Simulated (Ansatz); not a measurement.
`CC(O)(Cl)CF` + H₂ → `CC(Cl)CF` + H₂O at 700 K and 1 bar (hydrogenolysis of a C–O bond).

Isolated molecules relaxed with PBE0-D4/def2-TZVP in Ansatz; ΔE leaves out vibrations. CCSD(T)/CBS is the MP2 limit (def2-TZVPP, def2-QZVPP) plus CCSD(T) − MP2 in def2-TZVPP, frozen cores. This one scheme is used for every species. Each species was taken in one conformer, which may not be the lowest.

```json
{"species": "`CC(O)(Cl)CF`", "CCSD(T)/CBS energy (Eh)": "-752.51501", "H − E (kJ/mol)": "323.3", "S (J/(mol·K))": "464.7"}
{"species": "H₂", "CCSD(T)/CBS energy (Eh)": "-1.17544", "H − E (kJ/mol)": "46.8", "S (J/(mol·K))": "155.3"}
{"species": "`CC(Cl)CF`", "CCSD(T)/CBS energy (Eh)": "-677.34151", "H − E (kJ/mol)": "300.7", "S (J/(mol·K))": "428.7"}
{"species": "H₂O", "CCSD(T)/CBS energy (Eh)": "-76.37941", "H − E (kJ/mol)": "80.5", "S (J/(mol·K))": "218.4"}
```

H − E and S are ideal-gas, rigid-rotor, harmonic terms from PBE0-D4/def2-TZVP, for one conformer and one mirror image of each species. For small species the MP2-based limit differs from directly extrapolated CCSD(T) by up to some mEh (0.8 for H₂); such offsets cancel only in part. 1 Eh = 2625.50 kJ/mol, R = 8.31446 J/(mol·K).

Problem. By hand: ΔE, ΔH, ΔS and ΔG.

Solution. ΔE = (-677.34151) + (-76.37941) − (-752.51501) − (-1.17544) = -0.03047 Eh = -80.0 kJ/mol. Δ(H − E) = 300.7 + 80.5 − 323.3 − 46.8 = 11.1, so ΔH = -68.9 kJ/mol. ΔS = 428.7 + 218.4 − 464.7 − 155.3 = 27.1 J/(mol·K). ΔG = -68.9 − 700 × (27.1)/1000 = -87.9 kJ/mol.

Problem. By hand: the equilibrium constant, and the temperature at which ΔG would vanish if ΔH and ΔS stayed fixed.

Solution. log₁₀ K = −ΔG/(RT ln 10) = 6.6. ΔH and −TΔS have one sign here, so there is no such temperature.

ΔH outweighs TΔS. A doubt of 5 kJ/mol in ΔE shifts log₁₀ K by 0.4 here. Other conformers and mirror images would add mixing entropy, several J/(mol·K) or more a flexible species. These are equilibria of isolated gas molecules and say nothing of rates. Largest T1 diagnostic: 0.011 (customary marks: 0.02 for closed shells, 0.045 for open ones).
